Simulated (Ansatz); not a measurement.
Cubic perovskite CsSnBr3 was calculated with PBE in Ansatz (plane waves, PAW).

Run with plane-wave cutoff 500 eV, 8×8×8 k mesh, Fermi–Dirac smearing 0.05 eV, scalar-relativistic PAW data made under PBE.

Cell (relaxed at this level):

```xyz
5
Lattice="5.8936 0.0000 0.0000 0.0000 5.8936 0.0000 0.0000 0.0000 5.8936" Properties=species:S:1:pos:R:3 pbc="T T T"
Cs     0.0000     0.0000     0.0000
Sn     2.9468     2.9468     2.9468
Br     2.9468     0.0000     2.9468
Br     0.0000     2.9468     2.9468
Br     2.9468     2.9468     0.0000
```

Task: Estimate the band gap that the calculation returns.

Result: 
- band gap: 0.65 eV (on the SCF k mesh)

Note: the relaxation could not lower the start's symmetry, so the cell can be a saddle point above a distorted one.

Spin–orbit coupling is not included.

The computed numbers hold no vibrational or temperature effects.

Ansatz is a program for electronic structure.
